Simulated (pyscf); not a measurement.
This saddle point was located with ωB97X-D3(BJ)/def2-SVPD in PySCF.

```xyz
14

C      0.7315     0.1977    -1.5503
O      1.5992     1.0251    -1.9806
H      0.3960     0.3925    -0.3316
H     -0.3188     0.2404    -1.9608
H      1.0250    -0.8831    -1.4112
C     -1.0798    -0.8020     0.8065
C     -0.1499     0.3774     0.9639
O     -0.7789     0.5797     2.9045
H     -0.8220    -1.5702     1.5462
H     -1.0322    -1.2424    -0.2038
H     -2.1096    -0.4839     1.0120
H     -0.5160     1.3928     0.8268
H      0.8439     0.2455     1.3870
H     -0.2820     1.3340     3.2396
```
Charge -1, spin multiplicity 1.

Surface: singlet, charge -1. Lowest wavenumbers (cm⁻¹): 955i, 59, 92, 95, 120.

Which two sides does it connect, and which bonds change?

`[CH3][O-]` + `[CH3][CH2][OH]` <-> `[CH2]=[O]` + `[CH3][CH3]` + `[OH-]`, a concerted fragmentation read from left to right: C–H, C–O broken and C–H formed. At ωB97M-D3(BJ)/def2-TZVPD it lies +158.4 kJ/mol from the left side and +114.0 kJ/mol from the right (each side as separated species at their lowest minima found). On the reactant side the descent ends in a complex (not fully relaxed), 23.9 kJ/mol under the separated species and 190.1 kJ/mol under the saddle at ωB97X-D3(BJ)/def2-TZVPD. On the product side the descent ends in a bound adduct (not fully relaxed), 54.1 kJ/mol under the separated species and 170.8 kJ/mol under the saddle at ωB97X-D3(BJ)/def2-TZVPD. This is the saddle that the search found; another between the same sides may lie lower.
